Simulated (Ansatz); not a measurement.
# HCl+ (doublet): up Jacob's ladder to CCSD(T)

An exercise on one series of results from a longer session: the logs are not shown, and one member is left open.

Program: Ansatz 0.2.0, Gaussian basis. Level of theory: functionals in def2-TZVPP, the program's frozen cores in correlated methods. These are calculated values, not measurements.

Levels to be run: LDA (SPW92), PBE-D4, revPBE-D4, BLYP-D4, r2SCAN-D4, B97M-V, PBE0-D4, B3LYP-D4, r2SCANh-D4, r2SCAN0-D4, HSE06-D4, BHLYP-D4, CAM-B3LYP-D4, LC-ωPBE, ωB97X-V, ωB97M-V, B2PLYP, PBE-QIDH; CCSD(T)/def2-SVP; CCSD(T)/def2-TZVPP; CCSD(T)/def2-QZVPP; extrapolation to the limit; RPA on PBE.

## The geometry

All runs share one geometry, relaxed beforehand with PBE0-D4 in a triple-zeta def2 set.

SMILES `[ClH+]`, 2 atoms, charge 1, spin multiplicity 2.

Atoms are counted from 1 here; the program's logs count them from 0.

Bond lengths: Cl1–H2 1.321 Å.

As a file:

```xyz
2
ClH
Cl    0.5641   -0.1844    0.2901
H    -0.5641    0.1844   -0.2901
```

The first run:

in.yaml

```yaml
crystal:
  periodic: [false, false, false]
  atoms:
    - {symbol: Cl, position_ang: [0.564123, -0.184387, 0.290098]}
    - {symbol: H, position_ang: [-0.564123, 0.184387, -0.290098]}
basis:
  gaussian: {orbitals: def2-TZVPP}
total_charge: 1
magnetization: {spin_polarized: true, initial_magnetization: 1}
hamiltonian: {xc: lda}
output: {orbitals: {seedname: orbitals}}
```

Launch:

```console
> ansatz run in.yaml --threads 2 --pin off --events-out ev --progress --plain --max-ram 32768MiB --backend cpu
```

Steps of the session up to this table: LDA; PBE-D4 (GGA); revPBE-D4 (GGA); BLYP-D4 (GGA); r2SCAN-D4 (meta-GGA); B97M-V (meta-GGA); B3LYP-D4 (hybrid); r2SCANh-D4 (hybrid); r2SCAN0-D4 (hybrid); HSE06-D4 (hybrid); BHLYP-D4 (hybrid); CAM-B3LYP-D4 (range-separated); LC-ωPBE (range-separated); ωB97X-V (range-separated); ωB97M-V (range-separated); B2PLYP (double hybrid); PBE-QIDH (double hybrid).

One of the session's tables, all rows but one given; the rest of the session is left out.

It belongs to the step «Orbital energies across the functionals». Levels are read from the orbital files that the runs wrote (highest filled and lowest empty over both spins):

```
  functional  HOMO (eV)  LUMO (eV)  gap (eV)
 LDA (SPW92)     -17.81     -17.86     -0.05
      PBE-D4     -17.78     -17.32      0.46
   revPBE-D4     -17.76     -17.20      0.56
     BLYP-D4     -17.65     -17.32      0.33
   r2SCAN-D4     -18.12     -16.74      1.38
      B97M-V     -18.23     -16.98      1.25
     PBE0-D4     -19.34     -15.80      3.54
    B3LYP-D4          ?          ?         ?
  r2SCANh-D4     -18.70     -16.19      2.51
  r2SCAN0-D4     -19.56     -15.38      4.18
    HSE06-D4     -18.93     -16.20      2.73
    BHLYP-D4     -20.76     -14.36      6.40
CAM-B3LYP-D4     -20.82     -14.60      6.22
     LC-ωPBE     -22.39     -12.97      9.41
     ωB97X-V     -21.92     -13.49      8.43
     ωB97M-V     -21.69     -13.51      8.18
```

Estimate the missing values for B3LYP-D4.

Worked estimate for «HOMO (eV)». Against the share of exact exchange, BLYP-D4 (0, -17.65), BHLYP-D4 (0.5, -20.76) give a slope of -6.22 per unit share; at 0.2 the line stands at -18.89.

As computed: HOMO (eV): -19.06; LUMO (eV): -16.31; gap (eV): 2.75. In «HOMO (eV)» the line misses by +0.17.

To keep in mind: A negative gap means that an empty level lies below a filled one: whole occupations of an open shell aren't an aufbau state there.
